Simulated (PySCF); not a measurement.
Gas-phase reaction: 4 (CH3)3SiH = 3 (CH3)2SiH2 + H3SiCCH + 4 CH3

Computed with PySCF (xtb for GFN2) and rigid-rotor harmonic-oscillator thermochemistry at 1 bar. † marks an energy on the PBE0/def2-TZVP geometry and frequencies; other levels use their own. MP2 freezes the core. Open shells (unrestricted): CH3 (multiplicity 2); the rest are closed-shell singlets. GFN2 has no spin-polarisation term. MP2 isn't extrapolated to the basis-set limit.

GFN2-xTB gives ΔH°(298 K) = 1158 kJ.

Task: What do MP2/def2-SVP†, r2SCAN/def2-TZVP†, LDA/def2-TZVP† give?

Result: MP2/def2-SVP†: 1140 kJ; r2SCAN/def2-TZVP†: 1112 kJ; LDA/def2-TZVP†: 1396 kJ. For scale, ΔH°(298 K) is 1158 kJ at this level, 1182 kJ at ωB97M-V/def2-TZVP†, and runs from 808 to 1396 kJ over the 18 levels computed († marks an energy on the PBE0/def2-TZVP geometry).
